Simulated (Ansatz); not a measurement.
## How far each method lies from RCCSDT(Q) for SbH4⁻, singlet

Geometry: that of the SbH4⁻, triplet, kept fixed.

```xyz
5

Sb    0.0000    0.0000    0.0000
H     0.3559    1.2939    1.3069
H    -0.5350   -1.2776    1.2611
H    -0.3466    1.2804   -1.3226
H     0.5257   -1.2967   -1.2454
```

Basis def2-SVPD with its core potentials; Ansatz 0.2.0. Only valence electrons are correlated (noble-gas cores and the filled d shells of p-block atoms frozen), which leaves 10 electrons in 55 orbitals. Prefix R: restricted or restricted open-shell reference; prefix U: unrestricted. Active spaces: valence = (10e, 8o) chosen from the atoms' valence shells. No spin–orbit coupling is included; scalar relativity enters through the core potentials alone.

Full CI isn't at hand for all of this; RCCSDT(Q) serves as the reference, and is uncertain by about the last step of the cluster series. The frozen core follows each run's orbitals, which can shift R against U totals by a few meV for light atoms and by up to 0.1 eV past Ca.

* UHF ⟨S²⟩: 0.955
* T1 diagnostic (RCCSD): 0.0113
* largest doubles amplitude (RCCSD): 0.133

```csv
level,E − E(RCCSDT(Q)) (kJ/mol),share of correlation (%),wall time
RHF,559.2,0.00,–
RMP2,132.0,76.40,–
CISD,78.0,86.06,2 s
RCCSD,29.1,94.80,–
RCCSD(T),7.8,98.61,4 s
BCCD(T),7.7,98.63,2 s
RCCSDT,2.1,99.62,–
CASSCF (valence space),373.7,33.16,–
NEVPT2 (valence space),99.3,82.24,4 s
MRCISD (valence space),34.6,93.81,–
MRCISD+Q (valence space),4.9,99.12,6 s
MRCISD+Q(relaxed) (valence space),1.5,99.73,6.5 s
```

The correlation energy at RCCSDT(Q), counted from RHF, is -5.795 eV. That run took 25 s on 1 thread of Arm Neoverse V1, shared host.

Run but not shown, since their state or frozen core can't be matched to the reference's or they repeat it: UHF, UMP2, UCCSD, UCCSD(T), UCCSDT, UCCSDT(Q).

Times hold each run's SCF and search for its determinant on a shared host, so for small cases they say little of a method's own cost; they ran on 1 thread of Arm Neoverse V1.

Natural occupations of CASSCF (valence space) about the gap: 1.992 1.991 1.962 1.962 1.861 0.156 0.038 0.038; effectively unpaired electrons, Σ n²(2−n)², 0.17.
